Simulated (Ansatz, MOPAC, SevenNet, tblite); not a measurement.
# Trigonal Te, elastic constant C33

Reference value: 72 GPa (measured, temperature not stated, no zero-point or thermal correction; as tabulated in Yi et al. (2018), arXiv:1712.00894).

```json
[
 {"level (code)": "GFN1-xTB (tblite)", "value (GPa)": "205", "cell (Å³/atom)": "27.37"},
 {"level (code)": "PM7 semi-empirical Hartree-Fock (MOPAC)", "value (GPa)": "67.6", "cell (Å³/atom)": "30.80"},
 {"level (code)": "SevenNet-l3i5", "value (GPa)": "44.0", "cell (Å³/atom)": "35.41"},
 {"level (code)": "PBE (Ansatz)", "value (GPa)": "62.7", "cell (Å³/atom)": "35.12"},
 {"level (code)": "r²SCAN (Ansatz)", "value (GPa)": "(withheld)", "cell (Å³/atom)": "36.41"}
]
```

### Question
Complete the blanks.

### Answer

- r²SCAN (Ansatz, a quantum-chemistry and plane-wave program), value (GPa): 59.6

Differences against the reference: GFN1-xTB +185 %, PM7 semi-empirical Hartree-Fock (MOPAC) -6.1 %, SevenNet-l3i5 -39 %, PBE -12.9 %, r²SCAN -17.2 %.

Leaving aside PM7 semi-empirical Hartree-Fock (MOPAC) (doubt noted below): The reference's temperature isn't stated, so close values are not ranked against it. Off by more than 25 %, or 35 % on the side where a correction would as a rule narrow the miss (bounds picked here): GFN1-xTB (+185 %), SevenNet-l3i5 (-39 %).

The measured value isn't corrected to a static lattice, so vibrations enter the comparison. A static lattice is as a rule stiffer than a warm one, by over a tenth in soft solids.  GFN1-xTB, PM7 semi-empirical Hartree-Fock (MOPAC): the method was fitted mainly to molecules. GFN1-xTB, PM7 semi-empirical Hartree-Fock (MOPAC): the run uses a supercell at the zone centre in place of a k mesh. PM7 semi-empirical Hartree-Fock (MOPAC): the cell has another shape than the first-principles one, perhaps another minimum in the same group. PBE, r²SCAN: the cell comes from a level without a dispersion term, which matters for the spacing of layers, chains or molecules. Each level is taken at its own relaxed cell. Cutoffs and k meshes differ between the levels. Ansatz's density-functional and Hartree–Fock values are scalar-relativistic unless marked +SOC, with PAW data made under PBE.

Machine-learned potentials (SevenNet-l3i5) are trained on DFT data: a solid inside that data is no test of them.

Differences are worked out from the printed values.
